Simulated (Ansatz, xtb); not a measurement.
# Ligand exchange: BH2Cl + C2H2F2 → BH3 + C2HClF2

Species: BH2Cl `BCl`, singlet; C2H2F2 (vinylidene fluoride) `C=C(F)F`, singlet; BH3 (borane) `B`, singlet; C2HClF2 `FC(F)=CCl`, singlet. The partners trade Cl for H: B–Cl and C–H bonds give way to B–H and C–Cl.

Shapes, held fixed at every level: PBE0-D4/def2-TZVP. Programs: Ansatz 0.2.0, xtb 6.7.1. The zero-point and thermal change to 298 K, harmonic and unscaled (PBE0-D4/def2-TZVP), is -7.2 kJ/mol.

```
               level                   kind  ΔH(298 K) (kJ/mol)  less CCSD(T)/CBS estimate
            GFN1-xTB         semi-empirical              +182.6                       +3.8
       HF/def2-TZVPP           Hartree–Fock              +179.8                       +1.0
 BHLYP-D4/def2-TZVPP          global hybrid              +178.0                       -0.8
  PBE0-D4/def2-TZVPP          global hybrid              +177.6                       -1.2
   B2PLYP/def2-TZVPP          double hybrid              +179.9                       +1.1
        MP2/def2-SVP    perturbation theory              +191.8                      +13.0
      MP2/def2-TZVPP    perturbation theory              +181.2                       +2.4
       CCSD/def2-SVP  coupled cluster or CI              +190.3                      +11.5
CCSD(T)/CBS estimate  coupled cluster or CI              +178.8                        0.0
```

The highest level, CCSD(T)/CBS estimate, gives ΔH(298 K) = +178.8 kJ/mol; the levels span +177.6 to +191.8. The column of differences is taken from that level and isn't an error. No measured value is set beside it here. The CBS estimate extrapolates MP2 from def2-TZVPP and def2-QZVPP and adds CCSD(T) − MP2 in the triple-zeta set, cores frozen.
